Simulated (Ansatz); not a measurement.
# SiClF+ (doublet): the correlation ladder, cc-pVDZ

One table from this session's results is given with a row withheld; the runs are named, their logs left out.

Program: Ansatz 0.2.0, Gaussian basis. Level of theory: cc-pVDZ, core rule «outside noble gas», up to 11 orbitals frozen. These are calculated values, not measurements.

The runs, in order: UHF; CCSD(T) on ROHF; CCSD(T) on UHF; BCCD(T) on ROHF; CISD; CCSDT(Q) on ROHF; CCSDT(Q) on UHF.

35 further runs of the same task are left out: 17 for a known fault of the program, 8 that didn't finish, 10 set aside as unsound or not needed.

## The geometry

The geometry is a PBE0/def2-TZVP stationary point (not a proven minimum) of the parent state, kept for this charge and spin.

3 atoms, charge 1, spin multiplicity 2.

Atoms are counted from 1 here; the program's logs count them from 0.

Bond lengths: Cl1–Si2 2.041 Å, Si2–F3 1.602 Å. Angles: Cl1–Si2–F3 116.3°.

The first run:

in.yaml

```yaml
crystal:
  periodic: [false, false, false]
  atoms:
    - {symbol: Cl, position_ang: [0.000000, -0.165216, 1.357873]}
    - {symbol: Si, position_ang: [0.000000, 0.563381, -0.548185]}
    - {symbol: F, position_ang: [0.000000, -0.524541, -1.723546]}
basis:
  gaussian: {orbitals: cc-pVDZ}
total_charge: 1
magnetization: {spin_polarized: true, initial_magnetization: 1}
hamiltonian: {xc: hf}
output: {orbitals: {seedname: orbitals}}
```

Launch:

```bash
$ ansatz run in.yaml --threads 1 --pin off --events-out ev --progress --plain --max-ram 2393MiB
```

Steps of the session up to this table: UHF; CCSD(T) on ROHF; CCSD(T) on UHF; BCCD(T) on ROHF; CISD; CCSDT(Q) on ROHF; CCSDT(Q) on UHF.

One table of the session follows, with a row left open; its other results are not shown here.

It belongs to the step «Misses and costs». 

| method | from UCCSDT(Q) (meV) |
| --- | --- |
| ROHF | +11335.9 |
| UHF | +11259.5 |
| RMP2 | +836.9 |
| UMP2 | +830.3 |
| CISD | +1422.6 |
| RCCSD | ? |
| UCCSD | +356.4 |
| RCCSD(T) | +62.2 |
| UCCSD(T) | +62.2 |
| BCCD(T) | +56.0 |
| RCCSDT | +32.3 |
| UCCSDT | +31.8 |
| RCCSDT(Q) | +8.1 |
| UCCSDT(Q) | 0 |

**Question.** Estimate the row for RCCSD.

**Answer.** from UCCSDT(Q) (meV): +360.3. In the column «from UCCSDT(Q) (meV)» it lies between UCCSD (+356.4) and UMP2 (+830.3).

To keep in mind: Restricted and unrestricted rows rest on different reference determinants; where their highest levels disagree by more than a few hundredths of an eV, they describe different states and don't form one ladder.
